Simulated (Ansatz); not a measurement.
# One shape, several levels: CS2 (carbon disulfide)

Aim: a comparison of 6 runs (HF/3-21G, B2PLYP/def2-SVP, B3LYP/6-31G*, wB97X/cc-pVDZ, MP2/cc-pVTZ, CCSDT(Q)/B/LANL2DZ) of CS2 (carbon disulfide). 

The results are computed with Ansatz 0.2.0.

6 further runs of the same task are left out: 2 for a known fault of the program, 2 that didn't finish, 2 set aside as unsound or not needed.

**1. Starting point**

The species is CS2 (3 atoms), meant as a singlet with charge 0. As SMILES, `S=C=S`. Geometry: relaxed at PBE0-D4/def2-TZVP.

Bond lengths: S1–C2 1.548 Å, C2–S3 1.548 Å. Angles: S1–C2–S3 180.0°.

**2. Energy and gradient at HF/3-21G (run 1)**

File in.yaml:

```yaml
crystal:
  periodic: [false, false, false]
  atoms:
    - {symbol: S, position_ang: [1.357000, -0.156000, 0.729100]}
    - {symbol: C, position_ang: [-0.000000, -0.000000, -0.000000]}
    - {symbol: S, position_ang: [-1.357000, 0.156000, -0.729100]}
basis:
  gaussian:
    orbitals: 3-21G.json
hamiltonian:
  xc: hf
accuracy: high
output:
  forces: true
  orbitals: {seedname: orbitals}
```

The basis set 3-21G is read from a file made from the Basis Set Exchange's data (not shown).

Started as:

```console
$ ansatz run in.yaml --threads 1 --pin off --max-ram 2610MiB --events-out events.jsonl --progress --plain --runs-dir runs
```

The log of the run:

```text
Warning: RAYON_NUM_THREADS=1 ignored (pool sized by the plan → 1); use --threads N
Functional definition: HF
  name "HF"
  exchange = exact_x
  correlation = 0
732 factors; integrals over basis functions are off by at most 2.6e-9 eV
mean field evaluation 1: about -22550.1294 eV, gradient 2.0e1 eV
mean field evaluation 2: about -22550.3099 eV, gradient 2.0e1 eV
mean field evaluation 4: about -22551.5611 eV, gradient 1.6e0 eV
mean field evaluation 8: about -22551.5747 eV, gradient 1.3e-1 eV
mean field evaluation 16: about -22551.5748 eV, gradient 1.9e-8 eV
mean field -22551.57477792 eV, -828.7550870823 hartree, gradient 1.9e-8 eV, S^2 0.000000; 0 other end points of the search recorded, 0 dependent functions left out
the calculation of the forces begins
reference -22551.57477792 eV, -828.7550870823 hartree; 19, 19 occupied and 16, 16 virtual orbitals, 732 factors
Total energy: -22551.57477792 eV, -828.7550870823 hartree
Atom 0 at     1.357000    -0.156000     0.729100 Å, force     1.463283    -0.168218     0.786205 eV/Å
Atom 1 at    -0.000000    -0.000000    -0.000000 Å, force    -0.000000     0.000000    -0.000000 eV/Å
Atom 2 at    -1.357000     0.156000    -0.729100 Å, force    -1.463283     0.168218    -0.786205 eV/Å
Dipole moment:     0.000000    -0.000000     0.000000 e Å
```

Run time: 0.38 s. Hardware: 1 thread of Arm Neoverse V2, shared host.

**3. Energy and forces at B2PLYP/def2-SVP (run 2)**

File job.yaml:

```yaml
crystal:
  periodic: [false, false, false]
  atoms:
    - {symbol: S, position_ang: [1.357000, -0.156000, 0.729100]}
    - {symbol: C, position_ang: [-0.000000, -0.000000, -0.000000]}
    - {symbol: S, position_ang: [-1.357000, 0.156000, -0.729100]}
basis:
  gaussian: {orbitals: def2-SVP}
hamiltonian: {xc: {name: B2PLYP}}
correlation: {frozen_orbitals: {C: 1, S: 5}}
accuracy: high
output: {forces: true, orbitals: {seedname: orbitals}}
```

Started as:

```console
$ ansatz run job.yaml --threads 1 --pin off --max-ram 2610MiB --events-out events.jsonl --progress --plain --runs-dir runs
```

The log of the run, shortened:

```text
Warning: RAYON_NUM_THREADS=1 ignored (pool sized by the plan → 1); use --threads N
Functional definition: B2PLYP
  name "B2PLYP"
[...]
897 factors; integrals over basis functions are off by at most 4.0e-9 eV
[...]
mean field -22687.89773058 eV, -833.7648631896 hartree, gradient 1.5e-8 eV, S^2 0.000000; 0 other end points of the search recorded, 0 dependent functions left out
11 core orbitals not correlated: weight in the atoms' cores, before any rotation towards them, 1.000 or more for the frozen orbitals, at most 0.000 for the correlated occupied ones
reference -22687.89774898 eV, -833.7648638654 hartree; 8, 8 occupied and 31, 31 virtual orbitals, 897 factors
second order -13.57816088 eV of doubles, -0.00000000 eV of singles
[...]
Total energy: -22691.56385241 eV, -833.8995906818 hartree
Atom 0 at     1.357000    -0.156000     0.729100 Å, force     0.780309    -0.089704     0.419251 eV/Å
Atom 1 at    -0.000000    -0.000000    -0.000000 Å, force    -0.000000     0.000000    -0.000000 eV/Å
Atom 2 at    -1.357000     0.156000    -0.729100 Å, force    -0.780309     0.089704    -0.419251 eV/Å
Dipole moment:    -0.000000    -0.000000    -0.000000 e Å
```

It took 6 s on 1 thread of Arm Neoverse V2, shared host.

Runs 3 to 5 aren't shown in full; the table further down has their settings and results.

**4. The energy at CCSDT(Q)/B/LANL2DZ (density fitting with def2-universal-jkfit, core potential) (run 6)**

File run.yaml:

```yaml
crystal:
  periodic: [false, false, false]
  atoms:
    - {symbol: S, position_ang: [1.357000, -0.156000, 0.729100]}
    - {symbol: C, position_ang: [-0.000000, -0.000000, -0.000000]}
    - {symbol: S, position_ang: [-1.357000, 0.156000, -0.729100]}
basis:
  gaussian:
    orbitals: LANL2DZ.json
    fitting: {mean_field: def2-universal-jkfit}
correlation:
  method: ccsdt_q_b
  electrons: all
accuracy: high
```

The basis set LANL2DZ is read from a file made from the Basis Set Exchange's data (not shown).

Started as:

```console
$ ansatz run run.yaml --threads 1 --pin off --max-ram 2610MiB --events-out events.jsonl --progress --plain --runs-dir runs
```

The log of the run, shortened:

```text
Warning: RAYON_NUM_THREADS=1 ignored (pool sized by the plan → 1); use --threads N
[... 2 set-up lines as earlier in the session ...]
[...]
331 factors; integrals over basis functions are off by at most 5.1e-4 eV
[...]
mean field -1567.24013649 eV, -57.5950127025 hartree, gradient 4.6e-9 eV, S^2 0.000000; 0 other end points of the search recorded, 0 dependent functions left out
reference -1567.24013649 eV, -57.5950127025 hartree; 9, 9 occupied and 16, 16 virtual orbitals, 331 factors
second order -5.62631934 eV of doubles, -0.00000000 eV of singles
cycle   1  -5.27365855 eV  change    3.5e-1 eV  update   1.4e-1
[...]
cycle  22  -5.98136268 eV  change  -4.8e-10 eV  update  3.3e-10
perturbative correction -0.01541678 eV, -0.0005665561 hartree
Total energy: -1573.23691595 eV, -57.8153902828 hartree
```

Wall time 3.3 s (1 thread of Arm Neoverse V2, shared host).

**5. Overview of the runs**

```
run                                                                           level  frozen core orbitals  core potential  energy (Eh)  dipole moment (D)  HOMO energy (eV)  LUMO energy (eV)  wall time
  1                                                                        HF/3-21G                     –            none  -828.755087               0.00            -10.22              1.44     0.38 s
  2                                                                 B2PLYP/def2-SVP                    11            none  -833.899591               0.00             -8.52             -0.38        6 s
  3                                              B3LYP/6-31G* (spherical functions)                     –            none  -834.481921               0.00             -7.55             -1.96      2.7 s
  4                                                                   wB97X/cc-pVDZ                     –            none  -834.467629               0.00             -9.93              0.26       11 s
  5                                                                     MP2/cc-pVTZ                    11            none  -833.460826               0.00            -10.12              1.48      5.4 s
  6  CCSDT(Q)/B/LANL2DZ (density fitting with def2-universal-jkfit, core potential)                     0         LANL2DZ   -57.815390                  –                 –                 –      3.3 s
```

**6. What came out**

| quantity | value |
| --- | --- |
| run 6: total energy | -57.81539 Eh |
| run 6: correlation energy | -220.4 mEh |
| run 6: T1 diagnostic | 0.018 |

**Reading.** Over runs 1, 2, 3, 4 the HOMO–LUMO gap runs from 5.59 eV (B3LYP/6-31G*) to 11.66 eV (HF/3-21G). The two ends differ in method and basis. Totals of different functionals can't be ranked against each other. Some runs of one species differ in core potentials or relativity; totals across that change don't compare. All runs together took 29 s, the longest 11 s.
